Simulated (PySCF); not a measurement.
Stepwise substitution at one centre (Al Cl-OH). Isolated molecules, 0 K electronic values unless said otherwise. One relaxed conformer stands for each flexible species; it need not be the lowest. Strings in code marks are SMILES.

Method: B3LYP-D3(BJ)/def2-TZVP in PySCF. All candidates: neutral, multiplicity 1. B3LYP has the VWN-RPA correlation part, as in Gaussian. Excitations are Tamm–Dancoff values on a coarser integration grid. The basis has no diffuse functions, so Rydberg states are missing or too high.

- S1 excitation (TDA) = 6.72 eV
- T1 excitation (TDA) = 6.41 eV
- HOMO–LUMO gap = 7.93 eV

Task: Say which member has these values.
A) `[Cl][Al]([Cl])[Cl]`
B) `[OH][Al]([Cl])[Cl]` (H–O–Al–Cl torsion 180°)
C) `[OH][Al]([OH])[OH]`

Result: C, `[OH][Al]([OH])[OH]`. The others give `[Cl][Al]([Cl])[Cl]`: 6.40 eV, 6.13 eV, 7.49 eV; `[OH][Al]([Cl])[Cl]` (H–O–Al–Cl torsion 180°): 6.62 eV, 6.35 eV, 7.70 eV
